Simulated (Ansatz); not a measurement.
**Scan of the Si3–H7 bond length**

AlSiH5O (SMILES [AlH2][O][SiH3]), closed shell, at its PBE0-D4/def2-TZVP minimum:

```
8
angstrom
Al -0.9976 1.0712 -1.1536
O -0.0933 0.0882 -0.1321
Si 0.7850 -0.8361 0.8723
H -2.4357 0.5748 -1.5764
H -0.3556 2.4322 -1.6325
H 1.6296 -1.7752 0.0872
H -0.1084 -1.6242 1.7628
H 1.6682 0.0123 1.7165
```

The bond length Si3–H7 (1.487 Å at the minimum) is set to the values below, the two halves moving rigidly along the bond. Each method's energies count from its own value at the PBE0-D4 minimum structure. Ansatz 0.2.0; basis: def2-TZVPP; cores frozen in the correlated methods. B3LYP uses VWN-RPA correlation.

```tsv
bond length (Å)	CCSD(T) (kJ/mol)	PBE0-D4 (kJ/mol)	wB97M-V (kJ/mol)
1.220	89.7	92.0	87.2
1.282	?	48.9	45.3
1.374	11.7	12.8	10.9
1.481	0.0	0.0	-0.1
1.600	10.4	9.2	11.0
1.728	?	35.0	38.9
1.864	?	71.4	78.1
2.007	120.1	115.4	123.8
2.157	166.4	162.9	172.5
```

Question: Fill in the withheld CCSD(T) values. (An estimate is asked for; the value comes from the calculation.)

Answer: Computed: 47.0 kJ/mol at 1.282 Å; 37.6 kJ/mol at 1.728 Å; 75.9 kJ/mol at 1.864 Å. These count from the CCSD(T) energy at the PBE0-D4 minimum.

Minimum and curvature along this coordinate at CCSD(T): A fifth-order fit through the nearest points gives 1.481 Å, with a curvature of about 18 eV/Å².

Question: Treat the two halves as rigid bodies and work out the harmonic wavenumber of this stretch from that curvature (ν̃ = 521.5 √(k/μ) cm⁻¹ with k in eV/Å² and μ in u).

Answer: The halves weigh 75.10 and 1.01 u, so μ = 75.10 × 1.01/76.11 = 0.997 u and ν̃ = 521.5 √(18/0.997) ≈ 2200 cm⁻¹. A true normal mode mixes in other motions, so this is a guide only.

Largest difference from the CCSD(T) curve over the scan: PBE-D4 19.0; r2SCAN-D4 4.6; B3LYP-D4 6.2; HF 20.9 kJ/mol. Each curve counts from its own value at the minimum.

T1 diagnostic: at most 0.015.

For scale, one of the runs: CCSD(T)/def2-TZVPP, 185 basis functions (an equivalent command: `ansatz run in.yaml --threads 2`). The run took 40 s on 2 CPU threads (shared host), with 1.7 GiB of host memory at its peak.
